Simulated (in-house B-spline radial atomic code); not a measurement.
The numbers below are computed, except where a source is named.
## Stopping and range of 5 keV N in Si

The pair potential comes from two frozen, spherical free-atom densities (PBE, B-spline radial code, scalar-relativistic past argon): electrostatics plus the change in Thomas-Fermi kinetic and Dirac exchange energy where they overlap, the recipe behind the universal ZBL potential, which averages such potentials (from solid-state densities) over many pairs. It is written V = (Z1 Z2 e²/r) φ(r/a), with e² = 14.3996 eV·Å and a = 0.46850 Å/(Z1^0.23 + Z2^0.23); ZBL's fit is φ = 0.18175 e^(−3.1998x) + 0.50986 e^(−0.94229x) + 0.28022 e^(−0.4029x) + 0.02817 e^(−0.20162x). Where φ falls below 4e-4 it is continued as an exponential.

The target is taken as amorphous, with density 2.329 g/cm³ (NSM archive of the Ioffe Institute); channelling is ignored. Masses: N 14.01, Si 28.09 u. Nuclear stopping is S_n = 4π a Z1 Z2 e² M1/(M1 + M2) × s_n(ε), with s_n integrated over impact parameters for each pair. Electronic stopping is Lindhard and Scharff's S_e = Z1^(1/6) 8π e² a0 Z1 Z2/(Z1^(2/3) + Z2^(2/3))^(3/2) × v/v0, with a0 = 0.529177 Å and v = v0 at 24.801 keV/u; it misses the oscillations with Z1 seen in experiment, which reach tens of per cent. Compounds add by atom fraction.

| target atom | a (Å) | ε at this energy | s_n, this pair | s_n, ZBL potential |
| --- | --- | --- | --- | --- |
| Si | 0.13782 | 0.3258 | 0.3882 | 0.3506 |

**Question.** What are the atom density and the stopping powers at entry?

**Answer.** N = 2.329 × 0.602214/28.09 = 0.04993 atoms/Å³. For Si: S_n = 813.3 × 0.3882 = 315.8 eV·Å², S_e = 1.5115 × √5000 = 106.9 eV·Å². Averaged over the target's atoms and times N × 10 Å/nm, the ion loses N S_n = 158 eV/nm to recoils and N S_e = 53.4 eV/nm to electrons; the nuclear share is 75 %.

Along the track:

```csv
E (keV),N S_n (eV/nm),N S_e (eV/nm)
0.25,90.8,11.9
0.75,126,20.7
1.5,143,29.2
2.5,153,37.7
3.75,157,46.2
5,158,53.4
```

**Question.** Estimate the path length and the projected range.

**Answer.** With continuous slowing down the path is the integral of dE/(N (S_n + S_e)). Trapezoids over the table give 26.8 nm, and the stretch below the first row, with stopping taken as √E, adds 2E/(N S) = 4.9 nm: 31.6 nm in all, against 30.5 nm on a fine grid from 5 eV. Deflections shorten the depth: to first order in the energy passed on, N (S_n + S_e) dR_p/dE = 1 − N S_n (M2/M1) R_p/(2E), summed over the target's atoms, and integrating this on the fine grid gives R_p = 14.6 nm, 0.48 of the path. Lindhard's rule of thumb R/(1 + M2/3M1), with mean M2/M1 = 2.00, gives 18.3 nm; it is meant for M2/M1 below about 2. On the ZBL potential the same equation gives 16 nm, and the full integral equation, which keeps hard collisions, 17.3 nm.
